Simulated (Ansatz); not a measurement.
Density of states of KF (Fm-3m, a = 5.318 Å, b = 5.318 Å, c = 5.318 Å, α = 90.00°, β = 90.00°, γ = 90.00°), in states per eV and primitive cell, averaged over bins of 0.3 eV. Theory: DFT r2SCAN, scalar-relativistic, plane waves, PAW (Ansatz 0.2.0).

Settings: cutoff 500 eV, Γ-centred mesh 8×8×8 on the computed 2-atom cell, Gaussian smearing of 0.02 eV; no spin polarisation.

The cell is relaxed at this level. The states (both spins) are summed by tetrahedra on a 12×12×12 mesh at the self-consistent density. Energies are bin centres; the table starts no lower than −8 eV and ends at 6 eV, or lower where the solved bands end.

The gap is 6.91 eV at this level, with the zero inside it.

```tsv
E − E_F (eV)	total	F 2p	K 4s	K 3p	F 2s
-4.10	3.19	2.99	0.15	0.02	0.00
-3.80	9.64	9.34	0.09	0.09	0.00
-3.50	7.17	6.98	0.00	0.11	0.00
-3.20	0.00	0.00	0.00	0.00	0.00
-2.90	0.00	0.00	0.00	0.00	0.00
-2.60	0.00	0.00	0.00	0.00	0.00
-2.30	0.00	0.00	0.00	0.00	0.00
-2.00	0.00	0.00	0.00	0.00	0.00
-1.70	0.00	0.00	0.00	0.00	0.00
-1.40	0.00	0.00	0.00	0.00	0.00
-1.10	0.00	0.00	0.00	0.00	0.00
-0.80	0.00	0.00	0.00	0.00	0.00
-0.50	0.00	0.00	0.00	0.00	0.00
-0.20	0.00	0.00	0.00	0.00	0.00
0.10	0.00	0.00	0.00	0.00	0.00
0.40	0.00	0.00	0.00	0.00	0.00
0.70	0.00	0.00	0.00	0.00	0.00
1.00	0.00	0.00	0.00	0.00	0.00
1.30	0.00	0.00	0.00	0.00	0.00
1.60	0.00	0.00	0.00	0.00	0.00
1.90	0.00	0.00	0.00	0.00	0.00
2.20	0.00	0.00	0.00	0.00	0.00
2.50	0.00	0.00	0.00	0.00	0.00
2.80	0.00	0.00	0.00	0.00	0.00
3.10	0.00	0.00	0.00	0.00	0.00
3.40	0.00	0.00	0.00	0.00	0.00
3.70	0.05	0.00	0.04	0.00	0.01
4.00	0.09	0.00	0.07	0.00	0.01
4.30	0.12	0.00	0.10	0.00	0.01
4.60	0.16	0.01	0.13	0.00	0.01
4.90	0.20	0.01	0.16	0.00	0.02
5.20	0.24	0.01	0.20	0.01	0.02
5.50	0.52	0.02	0.25	0.01	0.02
5.80	0.94	0.02	0.34	0.01	0.02
```

The columns after the total are the Löwdin projections on the occupied valence shells of the potentials. The rest of the total lies in shells that are empty in the free atom, which aren't projected, and between the atoms.

Cost: 1 run of about 0.17 core-minutes, on Arm Neoverse V2 (shared hosts).